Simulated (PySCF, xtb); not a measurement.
C₂H₃, SMILES [CH]=C (connectivity only; charge and spin as stated), charge +1, multiplicity 1.

Harmonic wavenumbers (cm⁻¹) from GFN2-xTB run with xtb at its own minimum, in rising order: 442, 663, 780, 871, 938, 1915, 2766, 2877, 3156.

Question: What does B3LYP-D3(BJ)/def2-TZVP in PySCF give at its own minimum? (The exact figures need the calculation; the answer reports its results.)

Answer: 293, 657, 853, 1081, 1181, 1781, 2999, 3047, 3290. Paired by order, the mean absolute difference is 150 cm⁻¹ and the zero-point energies are 20.6 and 21.7 kcal/mol.
